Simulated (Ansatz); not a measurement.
in.yaml

```yaml
crystal:
  periodic: [false, false, false]
  atoms:
    - {symbol: N, position_ang: [0.000000, 0.000000, 0.000000]}
    - {symbol: C, position_ang: [0.000000, 0.000000, 1.339482]}
basis:
  gaussian: {orbitals: cc-pVDZ}
magnetization: {spin_polarized: false, initial_magnetization: 3}
correlation: {method: ccsdt_q, electrons: outside_noble_gas}
```

```sh
$ ansatz run in.yaml --threads 1 --pin off --events-out ev --progress --plain --max-ram 2393MiB
```

Output:

```
488 factors; integrals over basis functions are off by at most 2.5e-7 eV
mean field evaluation 1: about -2503.1040 eV, gradient 9.7e0 eV
mean field evaluation 2: about -2503.1066 eV, gradient 9.7e0 eV
mean field evaluation 4: about -2503.6698 eV, gradient 3.8e0 eV
mean field evaluation 8: about -2503.9129 eV, gradient 6.4e-1 eV
mean field evaluation 16: about -2503.9811 eV, gradient 1.9e-4 eV
mean field evaluation 32: about -2503.8376 eV, gradient 1.8e0 eV
mean field evaluation 64: about -2503.7635 eV, gradient 4.9e0 eV
mean field evaluation 96: about -2503.7682 eV, gradient 1.1e1 eV
mean field evaluation 128: about -2503.9811 eV, gradient 4.2e-6 eV
mean field evaluation 160: about -2503.9805 eV, gradient 1.9e-1 eV
...
mean field -2504.95720738 eV, -92.0554794501 hartree, gradient 2.1e-6 eV, S^2 3.750000; 11 other end points of the search recorded, 0 dependent functions left out
...
determinant -2504.95720738 eV, -92.0554794501 hartree, with singles and doubles -2510.55118461 eV, -92.2610543217 hartree
determinant -2504.92950146 eV, -92.0544612766 hartree, with singles and doubles -2511.46561752 eV, -92.2946591113 hartree
determinant -2503.98106481 eV, -92.0196068723 hartree, with singles and doubles -2510.39103365 eV, -92.2551688824 hartree
2 core orbitals not correlated: weight in the atoms' cores, before any rotation towards them, 1.000 or more for the frozen orbitals, at most 0.000 for the correlated occupied ones
reference -2504.92950146 eV, -92.0544612766 hartree; 6, 3 occupied and 20, 23 virtual orbitals, 488 factors
second order -5.58703968 eV of doubles, -0.12993353 eV of singles
...
cycle  19  -7.30093797 eV  change    7.4e-5 eV  update   5.3e-5
cycle  20  -7.30094599 eV  change   -8.0e-6 eV  update   3.4e-5
cycle  21  -7.30094202 eV  change    4.0e-6 eV  update   2.0e-5
cycle  22  -7.30093263 eV  change    9.4e-6 eV  update   1.1e-5
cycle  23  -7.30095537 eV  change   -2.3e-5 eV  update   4.5e-6
cycle  24  -7.30094858 eV  change    6.8e-6 eV  update   2.4e-6
cycle  25  -7.30095188 eV  change   -3.3e-6 eV  update   1.3e-6
cycle  26  -7.30095160 eV  change    2.8e-7 eV  update   7.9e-7
cycle  27  -7.30095358 eV  change   -2.0e-6 eV  update   5.7e-7
cycle  28  -7.30095469 eV  change   -1.1e-6 eV  update   3.7e-7
perturbative correction -0.13681181 eV, -0.0050277413 hartree
WARN: these amplitudes may be one of several solutions (largest doubles amplitude 0.86, level shift 0.00 eV)
Total energy: -2512.36726797 eV, -92.3277941541 hartree
```

Ran on 1 thread of Arm Neoverse V1, shared host: 7.5 s wall, 0.15 GiB peak host memory.
